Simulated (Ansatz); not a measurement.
**[Br···H···N], quartet along the distance Br1-H2**

Starting geometry:

```xyz
3

Br    0.0000    0.0000   -1.4129
H     0.0000    0.0000    0.0077
N     0.0000    0.0000    1.4051
```

From there H2 is moved from one fragment to the other while all else, the fragments' distance too, stays fixed; atoms are numbered as listed. Energies are in eV, counted from the starting geometry at the same level. Kohn–Sham curves are unrestricted where that lies lower.

Basis cc-pVDZ; Ansatz 0.2.0. Only valence electrons are correlated (noble-gas cores and the filled d shells of p-block atoms frozen). R marks a restricted (for open shells ROHF) determinant. No spin–orbit coupling is included, and no scalar relativity.

In so small a basis the reference is far from its limit while semilocal and hybrid functionals are nearer theirs (RPA and double hybrids share much of the reference's basis error), so the functionals' errors here hold much of the reference's basis and frozen-core error, which can add to them or hide them.

Full CI isn't at hand for all of this; RCCSDTQ serves as the reference, and is uncertain by about the last step of the cluster series.

| distance Br1-H2 (Å) | RCCSDTQ | PBE | r2SCAN | PBE0 | B3LYP | wB97X-V | wB97M-V | B2PLYP | RPA-PBE |
| --- | --- | --- | --- | --- | --- | --- | --- | --- | --- |
| 1.421 | 0.000 | 0.000 | 0.000 | 0.000 | 0.000 | 0.000 | 0.000 | 0.000 | 0.000 |
| 1.472 | 0.011 | -0.082 | -0.054 | -0.042 | -0.053 | -0.020 | -0.018 | -0.021 | -0.023 |
| 1.574 | 0.092 | -0.165 | -0.084 | -0.062 | -0.096 | -0.001 | 0.000 | -0.009 | -0.027 |
| 1.676 | 0.173 | -0.172 | -0.057 | -0.046 | -0.101 | 0.030 | 0.025 | 0.016 | -0.020 |
| 1.778 | 0.298 | -0.038 | 0.087 | 0.068 | -0.002 | 0.133 | 0.114 | 0.114 | 0.078 |

Problem. Judged by the spread of the error over the points with a reference (largest less smallest), which of these follows RCCSDTQ best and which worst?

Solution. Subtracting the RCCSDTQ column from each: best wB97X-V (errors from -0.166 to 0.000, spread 0.166 eV), worst PBE (from -0.345 to 0.000, spread 0.345 eV). Functionals and wave-function methods converge differently with the basis, so part of this is basis effect.
